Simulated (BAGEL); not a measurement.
# HF/3-21G (density fitting with qzvpp-jkfit) run of C3H3FN− (SMILES C[C-](F)C#N)

What is the vertical ionisation energy of C3H3FN− at HF/3-21G (density fitting with qzvpp-jkfit)? 

Program for the calculation: BAGEL 1.2.2.

2 further runs of the same task are left out: 2 set aside as unsound or not needed.

## 1. The molecule

C3H3FN− has 8 atoms, charge -1, and is taken as a singlet. As SMILES, `C[C-](F)C#N`. The shape is that of a GFN2-xTB optimisation.

Bond lengths: C1–C2 1.506 Å, C2–F3 1.454 Å, C2–C4 1.365 Å, C4–N5 1.174 Å, C1–H6 1.106 Å, C1–H7 1.096 Å, C1–H8 1.091 Å. Angles: C1–C2–F3 109.5°, C1–C2–C4 119.9°, F3–C2–C4 114.3°, C2–C4–N5 167.3°, C2–C1–H6 114.2°, C2–C1–H7 110.4°, C2–C1–H8 108.6°, H6–C1–H7 107.1°, H6–C1–H8 107.9°, H7–C1–H8 108.3°.

## 2. The energy at HF/3-21G (density fitting with qzvpp-jkfit)

Contents of input.json:

```json
{ "bagel": [

{
  "title": "molecule",
  "basis": "3-21g",
  "df_basis": "qzvpp-jkfit",
  "angstrom": true,
  "geometry": [
    { "atom": "C", "xyz": [      -0.478520,      -0.666750,       0.508180 ] },
    { "atom": "C", "xyz": [       0.575830,       0.004080,      -0.332850 ] },
    { "atom": "F", "xyz": [       1.841380,       0.005730,       0.383790 ] },
    { "atom": "C", "xyz": [       0.291810,       1.175690,      -0.973520 ] },
    { "atom": "N", "xyz": [       0.047490,       2.032960,      -1.737040 ] },
    { "atom": "H", "xyz": [      -0.634890,      -0.199430,       1.497930 ] },
    { "atom": "H", "xyz": [      -0.216430,      -1.716450,       0.684930 ] },
    { "atom": "H", "xyz": [      -1.426670,      -0.635830,      -0.031410 ] }
  ]
},

{
  "title": "hf",
  "charge": -1
},

{
  "title": "print",
  "file": "orbitals.molden",
  "orbitals": true
}

]}
```

The run is started by

```sh
$ BAGEL_NUM_THREADS=1 BAGEL input.json > input.out
```

Log:

```text
* using 1 threads per process

  ===============================================================
  ===============================================================

  *** Geometry ***

  { "atom" : "C", "xyz" : [     -0.904272,     -1.259975,      0.960321 ] },
  { "atom" : "C", "xyz" : [      1.088161,      0.007710,     -0.628995 ] },
  { "atom" : "F", "xyz" : [      3.479704,      0.010828,      0.725258 ] },
  { "atom" : "C", "xyz" : [      0.551441,      2.221732,     -1.839686 ] },
  { "atom" : "N", "xyz" : [      0.089743,      3.841738,     -3.282530 ] },
  { "atom" : "H", "xyz" : [     -1.199768,     -0.376868,      2.830677 ] },
  { "atom" : "H", "xyz" : [     -0.408993,     -3.243620,      1.294330 ] },
  { "atom" : "H", "xyz" : [     -2.696016,     -1.201545,     -0.059356 ] },

  Number of auxiliary basis functions:      433

  Since a DF basis is specified, we compute 2- and 3-index integrals:
    o Being stored without compression. Storage requirement is 0.009 GB

  Number of basis functions:       51
  Number of electrons      :       37

    * METHOD: MOLECULE                             0.11

  *** RHF ***

  === Nuclear Repulsion ===
   146.4171635415

      * DIIS with orbital gradients will be used.

  === RHF iteration (3-21g) ===
      0       -267.49226164          0.02817179           0.02
      1       -267.59485909          0.02171761           0.02
      2       -267.67690160          0.00343143           0.02
      3       -267.68070631          0.00144977           0.02
      4       -267.68139574          0.00040262           0.02
      5       -267.68149344          0.00018230           0.02
      6       -267.68151683          0.00008204           0.02
      7       -267.68152344          0.00003718           0.02
      8       -267.68152476          0.00002409           0.02
      9       -267.68152525          0.00001247           0.02
     10       -267.68152535          0.00000600           0.02
     11       -267.68152538          0.00000245           0.02
     12       -267.68152538          0.00000141           0.02
     13       -267.68152538          0.00000076           0.02
     14       -267.68152538          0.00000034           0.02
     15       -267.68152538          0.00000021           0.02
     16       -267.68152538          0.00000010           0.02
     17       -267.68152538          0.00000005           0.02
     18       -267.68152538          0.00000002           0.02
     19       -267.68152538          0.00000001           0.02
     20       -267.68152538          0.00000001           0.02
    * SCF iteration converged.

    * Permanent dipole moment:
           (    0.415251,     0.903674,    -1.092071) a.u.

    * METHOD: HF                                   0.57

    * METHOD: PRINT                                0.00

  ===============================================================
```

It took 0.84 s on 1 thread of Arm Neoverse V2, shared host.

## 3. Doublet neutral C3H3FN, same level

Contents of hf.json:

```json
{ "bagel": [

{
  "title": "molecule",
  "basis": "3-21g",
  "df_basis": "qzvpp-jkfit",
  "angstrom": true,
  "geometry": [
    { "atom": "C", "xyz": [   -0.478520,   -0.666750,    0.508180 ] },
    { "atom": "C", "xyz": [    0.575830,    0.004080,   -0.332850 ] },
    { "atom": "F", "xyz": [    1.841380,    0.005730,    0.383790 ] },
    { "atom": "C", "xyz": [    0.291810,    1.175690,   -0.973520 ] },
    { "atom": "N", "xyz": [    0.047490,    2.032960,   -1.737040 ] },
    { "atom": "H", "xyz": [   -0.634890,   -0.199430,    1.497930 ] },
    { "atom": "H", "xyz": [   -0.216430,   -1.716450,    0.684930 ] },
    { "atom": "H", "xyz": [   -1.426670,   -0.635830,   -0.031410 ] }
  ]
},
{ "title": "uhf", "nopen": 1 },
{ "title": "print", "file": "orbitals.molden", "orbitals": true }

]}
```

The run is started by

```sh
$ BAGEL_NUM_THREADS=1 BAGEL hf.json > hf.out
```

Log:

```text
* using 1 threads per process

  ===============================================================
  ===============================================================

  *** Geometry ***

  { "atom" : "C", "xyz" : [     -0.904272,     -1.259975,      0.960321 ] },
  { "atom" : "C", "xyz" : [      1.088161,      0.007710,     -0.628995 ] },
  { "atom" : "F", "xyz" : [      3.479704,      0.010828,      0.725258 ] },
  { "atom" : "C", "xyz" : [      0.551441,      2.221732,     -1.839686 ] },
  { "atom" : "N", "xyz" : [      0.089743,      3.841738,     -3.282530 ] },
  { "atom" : "H", "xyz" : [     -1.199768,     -0.376868,      2.830677 ] },
  { "atom" : "H", "xyz" : [     -0.408993,     -3.243620,      1.294330 ] },
  { "atom" : "H", "xyz" : [     -2.696016,     -1.201545,     -0.059356 ] },

  Number of auxiliary basis functions:      433

  Since a DF basis is specified, we compute 2- and 3-index integrals:
    o Being stored without compression. Storage requirement is 0.009 GB

  Number of basis functions:       51
  Number of electrons      :       37

    * METHOD: MOLECULE                             0.11

  *** Open-shell HF ***

  === Nuclear Repulsion ===
   146.4171635415

      * DIIS with orbital gradients will be used.

  === UHF iteration (3-21g) ===
      0       -267.45649303          0.06025977           0.05
      1       -267.54014147          0.05536764           0.05
      2       -267.56149744          0.05286350           0.05
      3       -267.68469585          0.00355249           0.05
      4       -267.68718498          0.00148228           0.05
      5       -267.68892725          0.00058810           0.05
      6       -267.68984298          0.00040805           0.05
      7       -267.69050910          0.00035855           0.05
      8       -267.69166007          0.00024985           0.05
      9       -267.69274956          0.00011649           0.05
     10       -267.69296804          0.00006412           0.05
     11       -267.69311915          0.00004087           0.05
     12       -267.69330882          0.00003131           0.05
     13       -267.69344324          0.00002493           0.05
     14       -267.69355152          0.00001756           0.05
     15       -267.69358971          0.00000961           0.05
     16       -267.69359102          0.00000660           0.05
     17       -267.69359092          0.00000455           0.05
     18       -267.69359090          0.00000330           0.05
     19       -267.69359113          0.00000179           0.05
     20       -267.69359118          0.00000085           0.04
     21       -267.69359117          0.00000041           0.04
     22       -267.69359117          0.00000026           0.04
     23       -267.69359118          0.00000020           0.04
     24       -267.69359118          0.00000012           0.05
     25       -267.69359118          0.00000004           0.04
     26       -267.69359118          0.00000003           0.05
     27       -267.69359118          0.00000002           0.05
     28       -267.69359118          0.00000001           0.05
    * SCF iteration converged.

    * S^2 (UHF) is 1.0180

    * Permanent dipole moment:
           (    0.689735,     0.869605,    -0.487644) a.u.

    * METHOD: UHF                                  1.43

    * METHOD: PRINT                                0.00

  ===============================================================
```

Wall time 1.7 s (1 thread of Arm Neoverse V2, shared host).

## 4. Outcome

At HF/3-21G (density fitting with qzvpp-jkfit):

| quantity | value |
| --- | --- |
| singlet C3H3FN−: total energy | -267.68153 Eh |
| singlet C3H3FN−: HOMO energy | -1.33 eV |
| singlet C3H3FN−: LUMO energy | 11.29 eV |
| singlet C3H3FN−: HOMO–LUMO gap (to an unbound level, set by the basis) | 12.61 eV |
| doublet neutral C3H3FN: total energy | -267.69359 Eh |
| doublet neutral C3H3FN: dipole moment | 3.08 D |
| doublet neutral C3H3FN: ⟨S²⟩ | 1.018 |
| vertical detachment energy (to the doublet neutral) | -0.328 eV |

**Reading.** The species is unbound against losing an electron at this level, by 0.33 eV (−7.6 kcal/mol); missing correlation or diffuse functions can give that sign where the real anion is bound. ⟨S²⟩ (doublet neutral C3H3FN) is 1.02 where a pure doublet has 0.75: the reference is spin-contaminated.
